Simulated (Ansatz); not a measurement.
`CS[SiH]` → `[CH2]` (triplet) + `[SiH]S` at 400 K and 1 bar (formal loss of a carbene).

Program: Ansatz. Geometries: PBE0-D4/def2-TZVP. ΔE: electronic, gas phase. CBS: MP2 limit from def2 TZ/QZ plus the TZ coupled-cluster correction, frozen cores. This one scheme is used for every species. Triplets are unrestricted, without spin–orbit coupling.

```csv
species,CCSD(T)/CBS energy (Eh),H − E (kJ/mol),S (J/(mol·K))
`CS[SiH]`,-727.28803,145.3,318.8
`[CH2]` (triplet),-39.09499,59.0,205.7
`[SiH]S`,-688.02937,61.1,271.5
```

H − E and S are ideal-gas, rigid-rotor, harmonic terms from PBE0-D4/def2-TZVP, with the whole ground term of open shells counted as degenerate. 1 Eh = 2625.50 kJ/mol, R = 8.31446 J/(mol·K).

Task: By hand: ΔE, ΔH, ΔS and ΔG.

Result: ΔE = (-39.09499) + (-688.02937) − (-727.28803) = 0.16367 Eh = 429.7 kJ/mol. Δ(H − E) = 59.0 + 61.1 − 145.3 = -25.2, so ΔH = 404.5 kJ/mol. ΔS = 205.7 + 271.5 − 318.8 = 158.4 J/(mol·K). ΔG = 404.5 − 400 × (158.4)/1000 = 341.1 kJ/mol.

Task: By hand: the equilibrium constant, and the temperature at which ΔG would vanish if ΔH and ΔS stayed fixed.

Result: log₁₀ K = −ΔG/(RT ln 10) = -44.5. ΔG = 0 at ΔH/ΔS = 2554 K, far beyond where these terms or the molecules hold.

The number of gas molecules changes by +1, which sets the sign of ΔS. A doubt of 5 kJ/mol in ΔE shifts log₁₀ K by 0.7 here. A triplet takes part, so the spin changes. These are equilibria of isolated gas molecules and say nothing of rates. Largest T1 diagnostic: 0.016 (customary marks: 0.02 for closed shells, 0.045 for open ones).
